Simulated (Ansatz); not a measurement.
C₇H₈O (`Cc1cccc(O)c1`). Total charge 0; spin multiplicity 1. The structure was optimised at the PBE0-D4/def2-TZVP level. It is one conformer, not always the lowest.

```xyz
16

C    -1.931    0.520    1.340
C    -0.672    0.250    0.574
C     0.511    0.916    0.891
C     1.661    0.682    0.157
C     1.657   -0.216   -0.899
C     0.481   -0.885   -1.216
O     0.405   -1.781   -2.232
C    -0.674   -0.652   -0.481
H    -2.505    1.326    0.872
H    -1.714    0.826    2.365
H    -2.574   -0.361    1.374
H     0.527    1.617    1.717
H     2.579    1.201    0.410
H     2.561   -0.401   -1.470
H     1.265   -1.852   -2.654
H    -1.576   -1.191   -0.748
```

(1) What is the dipole moment at r2SCAN/def2-TZVPP? (Estimate.)

(2) And with PBE, B3LYP, ωB97M-V? (Estimate.)

(3) Give the Mulliken charges with r2SCAN, PBE, ωB97M-V in def2-TZVPP. (Estimate.)

Results:

(1) Computed: 0.92 D, with components (0.88, 0.23, -0.15) D in this frame, pointing from negative to positive charge.

(2) The calculation gave: PBE 0.91 D, B3LYP 0.97 D, ωB97M-V 0.97 D.

(3) The calculation gave: 
| atom | r2SCAN | PBE | ωB97M-V |
| --- | --- | --- | --- |
| C1 | -0.13 | -0.23 | -0.29 |
| C2 | 0.11 | 0.09 | 0.05 |
| C3 | -0.19 | -0.17 | -0.15 |
| C4 | -0.08 | -0.12 | -0.13 |
| C5 | -0.17 | -0.16 | -0.16 |
| C6 | 0.27 | 0.19 | 0.20 |
| O7 | -0.32 | -0.25 | -0.29 |
| C8 | -0.18 | -0.17 | -0.14 |
| H9 | 0.07 | 0.10 | 0.12 |
| H10 | 0.05 | 0.08 | 0.10 |
| H11 | 0.05 | 0.08 | 0.10 |
| H12 | 0.08 | 0.09 | 0.11 |
| H13 | 0.10 | 0.11 | 0.11 |
| H14 | 0.06 | 0.08 | 0.09 |
| H15 | 0.21 | 0.19 | 0.18 |
| H16 | 0.08 | 0.08 | 0.10 |

B3LYP here is the variant with VWN-RPA as its local correlation; programs differ in this.
